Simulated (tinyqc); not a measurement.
ROHF in the sto-3g basis, for H2O, spin multiplicity 3, step by step. One step of it, computed by the program tinyqc.

Question. Iteration 2: building the Fock matrix. J_ij = sum D_kl (ij|kl) with D = D(alpha) + D(beta), K_ij = sum D_kl (ik|jl) for each spin; F = H + J - K(s); E = tr D H + tr D J / 2 - 0.5 sum_s tr D(s) K(s) + E_nn.

D(alpha) after iteration 1:
```
,1O 1s,1O 2s,1O 2px,1O 2py,1O 2pz,2H 1s,3H 1s
1O 1s,1.053728,-0.228208,0.000000,-0.040706,0.035391,0.028856,-0.044285
1O 2s,-0.228208,0.992353,0.000000,0.217903,-0.162568,-0.229541,0.153406
1O 2px,0.000000,0.000000,1.000000,0.000000,0.000000,0.000000,0.000000
1O 2py,-0.040706,0.217903,0.000000,1.001162,0.204437,-0.418366,-0.049644
1O 2pz,0.035391,-0.162568,0.000000,0.204437,0.795905,-0.074002,0.294314
2H 1s,0.028856,-0.229541,0.000000,-0.418366,-0.074002,1.182631,-0.360152
3H 1s,-0.044285,0.153406,0.000000,-0.049644,0.294314,-0.360152,0.317207
```

D(beta) after iteration 1:
```
,1O 1s,1O 2s,1O 2px,1O 2py,1O 2pz,2H 1s,3H 1s
1O 1s,1.050849,-0.212539,0.000000,-0.003388,0.050177,-0.024139,-0.027879
1O 2s,-0.212539,0.907056,0.000000,0.014758,-0.243060,0.058939,0.064100
1O 2px,0.000000,0.000000,0.000000,0.000000,0.000000,0.000000,0.000000
1O 2py,-0.003388,0.014758,0.000000,0.517349,0.012734,0.268681,-0.262335
1O 2pz,0.050177,-0.243060,0.000000,0.012734,0.719946,0.198229,0.210039
2H 1s,-0.024139,0.058939,0.000000,0.268681,0.198229,0.206976,-0.058115
3H 1s,-0.027879,0.064100,0.000000,-0.262335,0.210039,-0.058115,0.223705
```

core Hamiltonian H = T + V (hartree):
```
,1O 1s,1O 2s,1O 2px,1O 2py,1O 2pz,2H 1s,3H 1s
1O 1s,-32.509061,-7.562658,0.000000,0.000608,-0.012911,-0.959960,-1.069987
1O 2s,-7.562658,-9.135000,0.000000,0.006990,-0.159753,-2.390196,-2.595692
1O 2px,0.000000,0.000000,-7.291632,0.000000,0.000000,0.000000,0.000000
1O 2py,0.000608,0.006990,0.000000,-7.380364,0.003736,-1.398263,1.498169
1O 2pz,-0.012911,-0.159753,0.000000,0.003736,-7.351941,-1.191491,-1.275974
2H 1s,-0.959960,-2.390196,0.000000,-1.398263,-1.191491,-4.213827,-0.879259
3H 1s,-1.069987,-2.595692,0.000000,1.498169,-1.275974,-0.879259,-4.341497
```

Two-electron integrals (ij|kl) in chemists' order, unique and non-zero (hartree):
```
i,j,k,l,(ij|kl)
1,1,1,1,4.785065
2,1,1,1,0.741380
2,1,2,1,0.136873
2,2,1,1,1.118947
2,2,2,1,0.256633
2,2,2,2,0.817206
3,1,3,1,0.024477
3,2,3,1,0.037809
3,2,3,2,0.180518
3,3,1,1,1.115814
3,3,2,1,0.256684
3,3,2,2,0.817023
3,3,3,3,0.880159
4,1,4,1,0.024477
4,2,4,1,0.037809
4,2,4,2,0.180518
4,3,4,3,0.047444
4,4,1,1,1.115814
4,4,2,1,0.256684
4,4,2,2,0.817023
4,4,3,3,0.785270
4,4,4,4,0.880159
5,1,5,1,0.024477
5,2,5,1,0.037809
5,2,5,2,0.180518
5,3,5,3,0.047444
5,4,5,4,0.047444
5,5,1,1,1.115814
5,5,2,1,0.256684
5,5,2,2,0.817023
5,5,3,3,0.785270
5,5,4,4,0.785270
5,5,5,5,0.880159
6,1,1,1,0.094291
6,1,2,1,0.017281
6,1,2,2,0.032261
6,1,3,3,0.032199
6,1,4,1,0.000599
6,1,4,2,0.001134
6,1,4,4,0.032313
6,1,5,1,0.000494
6,1,5,2,0.000935
6,1,5,4,0.000094
6,1,5,5,0.032276
6,1,6,1,0.002209
6,2,1,1,0.256797
6,2,2,1,0.059757
6,2,2,2,0.214132
6,2,3,3,0.210310
6,2,4,1,0.003452
6,2,4,2,0.027722
6,2,4,4,0.217011
6,2,5,1,0.002845
6,2,5,2,0.022844
6,2,5,4,0.005522
6,2,5,5,0.214860
6,2,6,1,0.007707
6,2,6,2,0.072774
6,3,3,1,0.005909
6,3,3,2,0.035630
6,3,4,3,0.005577
6,3,5,3,0.004596
6,3,6,3,0.009762
6,4,1,1,0.151796
6,4,2,1,0.035748
6,4,2,2,0.136792
6,4,3,3,0.130771
6,4,4,1,0.007700
6,4,4,2,0.052153
6,4,4,4,0.145946
6,4,5,1,0.001476
6,4,5,2,0.013615
6,4,5,4,0.007909
6,4,5,5,0.133501
6,4,6,1,0.004788
6,4,6,2,0.056556
6,4,6,4,0.053231
6,5,1,1,0.125085
6,5,2,1,0.029457
6,5,2,2,0.112722
6,5,3,3,0.107760
6,5,4,1,0.001476
6,5,4,2,0.013615
6,5,4,4,0.111073
6,5,5,1,0.007125
6,5,5,2,0.046850
6,5,5,4,0.008307
6,5,5,5,0.119201
6,5,6,1,0.003946
6,5,6,2,0.046604
6,5,6,4,0.035820
6,5,6,5,0.039279
6,6,1,1,0.432034
6,6,2,1,0.102126
6,6,2,2,0.421800
6,6,3,3,0.405986
6,6,4,1,0.006864
6,6,4,2,0.078003
6,6,4,4,0.433946
6,6,5,1,0.005656
6,6,5,2,0.064277
6,6,5,4,0.023039
6,6,5,5,0.424971
6,6,6,1,0.013246
6,6,6,2,0.190305
6,6,6,4,0.168911
6,6,6,5,0.139188
6,6,6,6,0.774606
7,1,1,1,0.105166
7,1,2,1,0.019271
7,1,2,2,0.035965
7,1,3,3,0.035895
7,1,4,1,-0.000675
7,1,4,2,-0.001275
7,1,4,4,0.036024
7,1,5,1,0.000557
7,1,5,2,0.001052
7,1,5,4,-0.000106
7,1,5,5,0.035983
7,1,6,1,0.002428
7,1,6,2,0.008335
7,1,6,4,0.004784
7,1,6,5,0.004273
7,1,6,6,0.014234
7,1,7,1,0.002747
7,2,1,1,0.279906
7,2,2,1,0.065108
7,2,2,2,0.232532
7,2,3,3,0.228410
7,2,4,1,-0.003771
7,2,4,2,-0.029950
7,2,4,4,0.235633
7,2,5,1,0.003110
7,2,5,2,0.024702
7,2,5,4,-0.005958
7,2,5,5,0.233323
7,2,6,1,0.008146
7,2,6,2,0.062358
7,2,6,4,0.033864
7,2,6,5,0.038724
7,2,6,6,0.130382
7,2,7,1,0.009364
7,2,7,2,0.084952
7,3,3,1,0.006513
7,3,3,2,0.038992
7,3,4,3,-0.006068
7,3,5,3,0.005005
7,3,6,3,0.008104
7,3,7,3,0.011537
7,4,1,1,-0.163427
7,4,2,1,-0.038478
7,4,2,2,-0.146724
7,4,3,3,-0.140217
7,4,4,1,0.008451
7,4,4,2,0.056685
7,4,4,4,-0.156648
7,4,5,1,-0.001598
7,4,5,2,-0.014593
7,4,5,4,0.008546
7,4,5,5,-0.143138
7,4,6,1,-0.004616
7,4,6,2,-0.033280
7,4,6,4,-0.010422
7,4,6,5,-0.020301
7,4,6,6,-0.064216
7,4,7,1,-0.005754
7,4,7,2,-0.065176
7,4,7,4,0.060976
7,5,1,1,0.134791
7,5,2,1,0.031735
7,5,2,2,0.121015
7,5,3,3,0.115648
7,5,4,1,-0.001598
7,5,4,2,-0.014593
7,5,4,4,0.119189
7,5,5,1,0.007831
7,5,5,2,0.051028
7,5,5,4,-0.008989
7,5,5,5,0.128067
7,5,6,1,0.004132
7,5,6,2,0.038408
7,5,6,4,0.020459
7,5,6,5,0.031608
7,5,6,6,0.087288
7,5,7,1,0.004746
7,5,7,2,0.053756
7,5,7,4,-0.040776
7,5,7,5,0.045168
7,6,1,1,0.086052
7,6,2,1,0.020227
7,6,2,2,0.079296
7,6,3,3,0.077344
7,6,4,1,0.000012
7,6,4,2,0.000164
7,6,4,4,0.078818
7,6,5,1,0.001459
7,6,5,2,0.014229
7,6,5,4,0.000041
7,6,5,5,0.081638
7,6,6,1,0.002584
7,6,6,2,0.027275
7,6,6,4,0.018574
7,6,6,5,0.019650
7,6,6,6,0.076950
7,6,7,1,0.002880
7,6,7,2,0.029227
7,6,7,4,-0.019483
7,6,7,5,0.020836
7,6,7,6,0.013095
7,7,1,1,0.447938
7,7,2,1,0.105857
7,7,2,2,0.435505
7,7,3,3,0.418791
7,7,4,1,-0.007305
7,7,4,2,-0.081786
7,7,4,4,0.448317
7,7,5,1,0.006025
7,7,5,2,0.067456
7,7,5,4,-0.024353
7,7,5,5,0.438877
7,7,6,1,0.013233
7,7,6,2,0.123904
7,7,6,4,0.061892
7,7,6,5,0.083820
7,7,6,6,0.287615
7,7,7,1,0.015321
7,7,7,2,0.208800
7,7,7,4,-0.182851
7,7,7,5,0.150812
7,7,7,6,0.076950
7,7,7,7,0.774606
```

nuclear repulsion = 7.43989406 hartree

Give: Coulomb J; exchange K(alpha); exchange K(beta); F(alpha); F(beta); total energy of this density.

Answer.

Coulomb J (hartree):
```
,1O 1s,1O 2s,1O 2px,1O 2py,1O 2pz,2H 1s,3H 1s
1O 1s,17.0580,3.2029,0.0000,0.0095,-0.0061,0.4051,0.4510
1O 2s,3.2029,7.9563,0.0000,0.0601,0.0449,2.1210,2.2560
1O 2px,0.0000,0.0000,7.8773,0.0000,0.0000,0.0000,0.0000
1O 2py,0.0095,0.0601,0.0000,7.9911,0.0203,1.3863,-1.4120
1O 2pz,-0.0061,0.0449,0.0000,0.0203,7.9769,1.1478,1.1935
2H 1s,0.4051,2.1210,0.0000,1.3863,1.1478,4.5936,0.7966
3H 1s,0.4510,2.2560,0.0000,-1.4120,1.1935,0.7966,4.4090
```

exchange K(alpha) (hartree):
```
,1O 1s,1O 2s,1O 2px,1O 2py,1O 2pz,2H 1s,3H 1s
1O 1s,4.9037,0.8495,0.0000,-0.0009,0.0007,0.1117,0.1255
1O 2s,0.8495,1.3727,0.0000,0.0549,-0.0594,0.3909,0.4383
1O 2px,0.0000,0.0000,1.1560,0.0000,0.0000,0.0000,0.0000
1O 2py,-0.0009,0.0549,0.0000,1.1343,0.0777,0.2207,-0.2636
1O 2pz,0.0007,-0.0594,0.0000,0.0777,1.0667,0.2103,0.2448
2H 1s,0.1117,0.3909,0.0000,0.2207,0.2103,0.8235,0.1055
3H 1s,0.1255,0.4383,0.0000,-0.2636,0.2448,0.1055,0.5051
```

exchange K(beta) (hartree):
```
,1O 1s,1O 2s,1O 2px,1O 2py,1O 2pz,2H 1s,3H 1s
1O 1s,4.8637,0.7956,0.0000,-0.0003,0.0020,0.1054,0.1172
1O 2s,0.7956,1.1247,0.0000,0.0045,-0.0728,0.3566,0.3859
1O 2px,0.0000,0.0000,0.2544,0.0000,0.0000,0.0000,0.0000
1O 2py,-0.0003,0.0045,0.0000,0.8687,0.0033,0.2663,-0.2752
1O 2pz,0.0020,-0.0728,0.0000,0.0033,0.9677,0.2138,0.2275
2H 1s,0.1054,0.3566,0.0000,0.2663,0.2138,0.4251,0.1084
3H 1s,0.1172,0.3859,0.0000,-0.2752,0.2275,0.1084,0.4648
```

F(alpha) (hartree):
```
,1O 1s,1O 2s,1O 2px,1O 2py,1O 2pz,2H 1s,3H 1s
1O 1s,-20.3547,-5.2093,0.0000,0.0110,-0.0197,-0.6666,-0.7445
1O 2s,-5.2093,-2.5514,0.0000,0.0121,-0.0555,-0.6601,-0.7780
1O 2px,0.0000,0.0000,-0.5703,0.0000,0.0000,0.0000,0.0000
1O 2py,0.0110,0.0121,0.0000,-0.5236,-0.0537,-0.2327,0.3497
1O 2pz,-0.0197,-0.0555,0.0000,-0.0537,-0.4417,-0.2540,-0.3272
2H 1s,-0.6666,-0.6601,0.0000,-0.2327,-0.2540,-0.4437,-0.1882
3H 1s,-0.7445,-0.7780,0.0000,0.3497,-0.3272,-0.1882,-0.4375
```

F(beta) (hartree):
```
,1O 1s,1O 2s,1O 2px,1O 2py,1O 2pz,2H 1s,3H 1s
1O 1s,-20.3147,-5.1554,0.0000,0.0103,-0.0210,-0.6603,-0.7362
1O 2s,-5.1554,-2.3034,0.0000,0.0625,-0.0421,-0.6259,-0.7256
1O 2px,0.0000,0.0000,0.3313,0.0000,0.0000,0.0000,0.0000
1O 2py,0.0103,0.0625,0.0000,-0.2580,0.0207,-0.2783,0.3613
1O 2pz,-0.0210,-0.0421,0.0000,0.0207,-0.3427,-0.2575,-0.3100
2H 1s,-0.6603,-0.6259,0.0000,-0.2783,-0.2575,-0.0453,-0.1910
3H 1s,-0.7362,-0.7256,0.0000,0.3613,-0.3100,-0.1910,-0.3973
```

total energy of this density = -74.648494 hartree
